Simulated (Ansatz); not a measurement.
A nudged elastic band was laid between two geometries of AlH3O + H2 (7 atoms, charge 0, multiplicity 1).

The calculation used RKS r2SCAN/6-31G* (Ansatz).

```json
{"movable images": "7", "climbing image": "yes", "spring": "5.0 eV/Å²", "optimiser": "quadratic models (default)", "start path": "through a guess of the saddle point", "force threshold": "0.03 eV/Å", "iteration limit": "60", "end points": "relaxed"}
```

First end point:

```xyz
7
Properties=species:S:1:pos:R:3
Al -0.037 -0.655 -0.103
O 0.077 -0.250 1.560
H -0.720 -0.017 2.052
H 1.327 -1.038 -0.811
H -1.459 -0.643 -0.824
H -0.045 3.089 1.638
H 0.096 2.361 1.644
```

Last end point:

```xyz
7
Properties=species:S:1:pos:R:3
Al 0.023 0.408 -0.138
O -0.003 0.193 1.895
H -0.865 -0.166 2.166
H 1.328 -0.397 -0.586
H -1.416 -0.270 -0.374
H 0.090 2.016 -0.127
H 0.080 1.063 2.320
```

**Question.** Which bonds break or form, and what moves?

**Answer.** Bonds broken: H6–H7. Bonds formed: Al1–H6, O2–H7. AlH3O + H2 becomes AlH5O.

**Question.** Give the energies along the band, and the barrier.

**Answer.** It converged. The highest image is number 6 of 0 to 8, 0.97 eV above the first end and 0.63 eV above the last; the last end lies 0.34 eV above the first. A vibrational analysis at the climbing image gives one clearly imaginary mode, 1192i cm⁻¹: a first-order saddle point. The orbitals stay closed-shell, which can raise the energy where a bond breaks towards radicals; this wasn't checked here.

```
image  path coordinate (Å)  energy (eV)  H6–H7 (Å)  Al1–H6 (Å)  O2–H7 (Å)
    0                 0.00         0.00       0.74        4.13       2.61
    1                 0.79         0.00       0.74        3.66       2.69
    2                 1.59         0.01       0.74        3.17       2.89
    3                 2.38         0.01       0.74        3.16       3.65
    4                 3.17         0.01       0.74        2.86       2.83
    5                 3.96         0.14       0.75        2.29       2.12
    6                 4.75         0.97       1.06        1.78       1.26
    7                 5.38         0.47       1.83        1.63       0.99
    8                 6.01         0.34       2.63        1.61       0.97
```

**Question.** What is the geometry of the highest image?

**Answer.** 
```xyz
7
Properties=species:S:1:pos:R:3
Al 0.003 0.138 0.040
O 0.030 0.120 1.930
H -0.824 -0.041 2.363
H 1.371 -0.308 -0.621
H -1.446 -0.179 -0.535
H 0.078 1.842 0.540
H 0.027 1.276 1.439
```

**Question.** What are the harmonic wavenumbers there?

**Answer.** 1192i, 438, 474, 585, 652, 758, 777, 798, 1040, 1443, 1655, 1890, 1940, 1969, 3766 cm⁻¹.

The band took 18 iterations and about 3 core-minutes.

Run time: 3.3 min on 1 thread of Arm Neoverse V2 (shared host), peak memory 0.1 GiB.
